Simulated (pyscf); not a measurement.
## Substitution at Ge: `[GeH4]` + `[H]` [doublet] -> `[GeH4]` + `[H]` [doublet]

Gas phase, doublet surface, charge 0. Bonds broken: Ge1–H2. Bonds formed: Ge1–H6. Optimised with ωB97X-D3(BJ)/def2-SVP in PySCF. Correlated levels are frozen-core, on RHF or UHF. ΔMP2 is the change of the MP2 total energy from the triple- to the quadruple-zeta basis.

Transition state (Å):

```xyz
6

Ge     0.2311     0.1991    -0.0382
H      0.9077     0.7472    -1.4489
H      1.0690     1.2243     0.7616
H     -1.1721     0.5868    -0.5610
H      0.7969    -1.2135    -0.3161
H     -0.4454    -0.3489     1.3724
```

One imaginary mode, 550i cm⁻¹; descent along it reached the two sides named.

```csv
bond,change,reactant side (Å),saddle,product side
Ge1–H2,breaks,1.535,1.658,3.7
Ge1–H6,forms,3.7,1.658,1.535
```

Electronic energies relative to the separated reactants (kcal/mol):

```json
[
 {"level": "ωB97X-D3(BJ)/def2-TZVP", "barrier": "13.2", "reaction energy": "0.0", "reverse barrier": "13.2"},
 {"level": "PBE/def2-TZVP", "barrier": "4.7", "reaction energy": "0.0", "reverse barrier": "4.7"},
 {"level": "r²SCAN/def2-TZVP", "barrier": "3.7", "reaction energy": "0.0", "reverse barrier": "3.7"},
 {"level": "B3LYP-D3(BJ)/def2-TZVP", "barrier": "7.0", "reaction energy": "0.0", "reverse barrier": "7.0"},
 {"level": "PBE0-D3(BJ)/def2-TZVP", "barrier": "8.5", "reaction energy": "0.0", "reverse barrier": "8.5"},
 {"level": "M06-2X/def2-TZVP", "barrier": "12.0", "reaction energy": "0.0", "reverse barrier": "12.0"},
 {"level": "ωB97M-D3(BJ)/def2-TZVP", "barrier": "12.5", "reaction energy": "0.0", "reverse barrier": "12.5"},
 {"level": "HF/def2-TZVP", "barrier": "31.1", "reaction energy": "0.0", "reverse barrier": "31.1"},
 {"level": "MP2/def2-QZVPP", "barrier": "17.1", "reaction energy": "0.0", "reverse barrier": "17.1"},
 {"level": "CCSD/def2-TZVPP", "barrier": "14.9", "reaction energy": "0.0", "reverse barrier": "14.9"},
 {"level": "CCSD(T)/def2-TZVPP", "barrier": "13.5", "reaction energy": "0.0", "reverse barrier": "13.5"},
 {"level": "CCSD(T)/def2-TZVPP + ΔMP2(QZVPP)", "barrier": "12.6", "reaction energy": "0.0", "reverse barrier": "12.6"}
]
```

With CCSD(T)/def2-TZVPP + ΔMP2(QZVPP) energies and thermal terms (ideal gas, 1 atm, RRHO with modes under 100 cm⁻¹ raised to 100, one conformer, R ln 2 for rigid chiral ones), in kcal/mol:

```tsv
T (K)	ΔH‡	ΔG‡	ΔH	ΔG
298	11.9	18.1	0.0	0.0
600	11.4	24.6	0.0	0.0
900	11.1	31.3	0.0	0.0
1200	10.9	38.1	0.0	0.0
```

The same reactants have a lower exit, to GeH₃• + H₂ (barrier +3.2 kcal/mol at ωB97M-D3(BJ), against +12.5 kcal/mol here). This is the saddle that the search found; another between the same sides may lie lower. The angle at the attacked Ge is 180°. The CCSD(T) − MP2 part came from Ansatz, without density fitting, on the same reference. The frozen core leaves the outer d or s,p core shells of the metals and heavy elements correlated in the MP2 and CC values, and def2-TZVPP describes them poorly, which can shift differences by a few kcal/mol. Elements up to Kr have no core potential and no relativistic terms here.
